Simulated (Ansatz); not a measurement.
Relaxation of CH$_{5}$NSi (8 atoms, charge 0, multiplicity 1), to a largest force component of 0.02 eV/Å in at most 50 steps.

Theory: RKS PBE-D4/def2-SVP (Ansatz).

```xyz
8
Properties=species:S:1:pos:R:3
N -1.556 0.182 -0.695
C -0.328 0.367 -0.623
Si 0.633 -0.421 0.742
H -1.892 0.744 -1.529
H 0.238 0.959 -1.379
H 0.257 0.087 2.099
H -0.678 1.372 -0.386
H 0.608 -1.891 0.731
```

Q: Where does it end, and by what steps?

A: The run converged. After 17 steps the energy has fallen by 5.304 eV; H4 moved furthest, 1.11 Å. The start is strongly strained (largest force component 10 eV/Å). Joined: N1–Si3.

```csv
step,energy less start (eV),largest force component (eV/Å),accepted
0,0.0000,9.876,yes
1,-1.6977,2.340,yes
2,-2.3740,1.499,yes
3,-2.8310,1.383,yes
4,-3.2077,1.148,yes
5,-3.5168,1.131,yes
6,-3.8080,1.135,yes
7,-4.1024,0.925,yes
8,-4.4678,0.981,yes
9,-4.8307,0.810,yes
10,-5.0570,1.312,yes
11,-5.1228,1.202,yes
12,-5.2478,0.613,yes
13,-5.2790,0.415,yes
14,-5.2975,0.264,yes
15,-5.3024,0.176,yes
16,-5.3037,0.026,yes
17,-5.3037,0.010,yes
```

```xyz
8
Properties=species:S:1:pos:R:3
N -1.404 0.210 -0.293
C -0.168 0.985 -0.596
Si -0.028 -0.439 0.598
H -1.841 -0.273 -1.086
H 0.309 0.856 -1.589
H -0.084 -0.322 2.086
H -0.190 2.043 -0.271
H 0.688 -1.662 0.111
```

The run took 44 s on 1 thread of Arm Neoverse V1, on a shared host, peak memory 0.14 GiB.
